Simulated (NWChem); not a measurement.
System: BeH, doublet; SMILES [BeH]

Input file for NWChem:

```
start job
memory heap 200 mb stack 900 mb global 1100 mb
geometry units angstroms noautosym nocenter noautoz
  Be     0.000000     0.000000     0.281297
  H      0.000000     0.000000    -1.068599
end
basis spherical
  Be library def2-tzvp
  H library def2-tzvp
end
dft
  odft
  mult 2
  xc xctpssh
  iterations 150
end
property
  hyperfine
end
task dft property
```

Excerpt of the output:

```
             Northwest Computational Chemistry Package (NWChem) 7.3.0
             --------------------------------------------------------

                             Geometry "geometry" -> ""
                             -------------------------

 Output coordinates in angstroms (scale by  1.889725989 to convert to a.u.)

  No.       Tag          Charge          X              Y              Z
 ---- ---------------- ---------- -------------- -------------- --------------
    1 Be                   4.0000     0.00000000     0.00000000     0.28129700
    2 H                    1.0000     0.00000000     0.00000000    -1.06859900

 Effective nuclear repulsion energy (a.u.)       1.5680533878

                              NWChem Property Module
                              ----------------------

  itol2e modified to match energy
  convergence criterion.

                                 NWChem DFT Module
                                 -----------------

 Summary of "ao basis" -> "ao basis" (spherical)
 ------------------------------------------------------------------------------
       Tag                 Description            Shells   Functions and Types
 ---------------- ------------------------------  ------  ---------------------
 Be                        def2-tzvp                 9       19   5s3p1d
 H                         def2-tzvp                 4        6   3s1p

  itol2e modified to match energy
  convergence criterion.

            General Information
            -------------------
          SCF calculation type: DFT
          Wavefunction type:  spin polarized.
          No. of atoms     :     2
          No. of electrons :     5
           Alpha electrons :     3
            Beta electrons :     2
          Charge           :     0
          Spin multiplicity:     2
          Use of symmetry is: off; symmetry adaption is: off
          Maximum number of iterations: 150
          AO basis - number of functions:    25
                     number of shells:    13
          Convergence on energy requested:  1.00D-07
          Convergence on density requested:  1.00D-05
          Convergence on gradient requested:  5.00D-04

              XC Information
              --------------
                  TPSS hybrid Method XC Functional
                     Hartree-Fock (Exact) Exchange  0.100
                  TPSS metaGGA Exchange Functional  0.900
             TPSS03 metaGGA Correlation Functional  1.000

[...]

          ----------------------
          Hyperfine Interactions
          ----------------------

 Total Spin Density (Fermi Contact Term)
 ------------------ --------------------
     Atom            x         y         z       Density (a.u.)      Aiso(MHz)     Aiso(Gauss)
     1   9-Be     0.00000   0.00000   0.53157       0.293359       -184.346910     -65.779451
     2   1-H      0.00000   0.00000  -2.01936       0.045671        204.145000      72.843889

           -------------------------------------------
           Anisotropic Interaction (Spin-Dipolar Term)
           -------------------------------------------

 ------------------------------------------------------------
     Atom            x         y         z
 ------------------------------------------------------------
     1   9-Be     0.00000   0.00000   0.53157

   Spin-Dipolar term (a.u.)
        xx             yy             zz             xy             xz             yz
 ------------------------------------------------------------------------------------------
      -0.061573      -0.061573       0.123146       0.000000       0.000000       0.000000

   Principal Comp. of -hf- tensor (au)            Anisotropic -hfcc- (MHz)               Anisotropic -hfcc- (Gauss)
 --------------------------------------------------------------------------------------------------------------------------
     -0.061573    -0.061573     0.123146       4.618591     4.618591    -9.237181       1.648025     1.648025    -3.296050

   Orientation of the principal axis of Hyperfine Tensor w.r.t absolute (molecular) frame
 --------------------------------------------------------------------------------------------------------------------------
      1.000000     0.000000     0.000000
      0.000000     1.000000     0.000000
      0.000000     0.000000     1.000000

 ------------------------------------------------------------
     Atom            x         y         z
 ------------------------------------------------------------
     2   1-H      0.00000   0.00000  -2.01936

   Spin-Dipolar term (a.u.)
        xx             yy             zz             xy             xz             yz
 ------------------------------------------------------------------------------------------
      -0.009949      -0.009949       0.019898       0.000000      -0.000000       0.000000

   Principal Comp. of -hf- tensor (au)            Anisotropic -hfcc- (MHz)               Anisotropic -hfcc- (Gauss)
 --------------------------------------------------------------------------------------------------------------------------
     -0.009949    -0.009949     0.019898      -5.308217    -5.308217    10.616435      -1.894101    -1.894101     3.788201

   Orientation of the principal axis of Hyperfine Tensor w.r.t absolute (molecular) frame
 --------------------------------------------------------------------------------------------------------------------------
      1.000000     0.000000    -0.000000
      0.000000     1.000000     0.000000
     -0.000000     0.000000     1.000000
```

Level: TPSSh/def2-TZVP, spin-unrestricted, contact and dipolar terms. Structure relaxed at the B3LYP/6-31G* (spherical d), spin-unrestricted level. The spin multiplicity was typed, not searched, and may not be the lowest. No stability test was run on the SCF state.
